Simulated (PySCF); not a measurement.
# `CC[C@H](C)SC`, C₅H₁₂S

Molfile (atoms numbered from 1):
```
C5H12S
     RDKit          3D

 18 17  0  0  0  0  0  0  0  0999 V2000
   -1.9406   -1.0437    0.1280 C   0  0  0  0  0  0  0  0  0  0  0  0
   -1.1399    0.1288   -0.4092 C   0  0  0  0  0  0  0  0  0  0  0  0
   -0.0927    0.6848    0.5540 C   0  0  2  0  0  0  0  0  0  0  0  0
    0.5740    1.9429    0.0195 C   0  0  0  0  0  0  0  0  0  0  0  0
    1.1285   -0.5632    1.1052 S   0  0  0  0  0  0  0  0  0  0  0  0
    1.9202   -1.0305   -0.4475 C   0  0  0  0  0  0  0  0  0  0  0  0
   -2.6618   -1.4102   -0.6176 H   0  0  0  0  0  0  0  0  0  0  0  0
   -2.5063   -0.7587    1.0297 H   0  0  0  0  0  0  0  0  0  0  0  0
   -1.2765   -1.8747    0.4093 H   0  0  0  0  0  0  0  0  0  0  0  0
   -1.8192    0.9592   -0.6718 H   0  0  0  0  0  0  0  0  0  0  0  0
   -0.6445   -0.1497   -1.3561 H   0  0  0  0  0  0  0  0  0  0  0  0
   -0.5929    0.9267    1.5086 H   0  0  0  0  0  0  0  0  0  0  0  0
   -0.1755    2.7320   -0.1545 H   0  0  0  0  0  0  0  0  0  0  0  0
    1.3251    2.3243    0.7253 H   0  0  0  0  0  0  0  0  0  0  0  0
    1.0749    1.7528   -0.9429 H   0  0  0  0  0  0  0  0  0  0  0  0
    2.7044   -1.7536   -0.1834 H   0  0  0  0  0  0  0  0  0  0  0  0
    2.3976   -0.1743   -0.9463 H   0  0  0  0  0  0  0  0  0  0  0  0
    1.2213   -1.5206   -1.1417 H   0  0  0  0  0  0  0  0  0  0  0  0
  1  2  1  0
  2  3  1  0
  3  4  1  0
  3  5  1  0
  5  6  1  0
  1  7  1  0
  1  8  1  0
  1  9  1  0
  2 10  1  0
  2 11  1  0
  3 12  1  1
  4 13  1  0
  4 14  1  0
  4 15  1  0
  6 16  1  0
  6 17  1  0
  6 18  1  0
M  END
```

The calculation used TDDFT CAM-B3LYP/aug-cc-pVDZ excited states, vertical, gas phase (PySCF). Geometry: PBE0-D3(BJ)/def2-SVP.

(1) How strongly do the lowest singlets absorb one photon, and two photons of half the energy?

Results:

(1) δ for parallel linear polarisation; σ at the peak of a Lorentzian of half width 0.1 eV, single beam; Ω is circular over linear.
```tsv
state	E (eV)	f	photon λ (nm)	δ (au)	σ (GM)	Ω	main
S1	5.33	0.001	465	9.2	0.10	1.46	HOMO→LUMO 0.47, HOMO→LUMO+1 0.22
S2	5.73	0.025	433	70.9	0.85	1.24	HOMO→LUMO 0.26, HOMO→LUMO+1 0.25
S3	6.14	0.007	404	122	1.68	0.72	HOMO→LUMO+2 0.25, HOMO→LUMO+3 0.18
S4	6.27	0.014	396	155	2.23	0.60	HOMO→LUMO+2 0.56
S5	6.37	0.000	389	55.4	0.82	1.49	HOMO→LUMO+1 0.41, HOMO→LUMO+3 0.24
S6	6.69	0.006	370	7.33	0.12	1.01	HOMO→LUMO+5 0.24, HOMO→LUMO+8 0.21
```

Among these, the strongest one-photon state is S2, the strongest two-photon state S4, with a dipole change of 5.8 D (relaxed, norm of the difference vector).
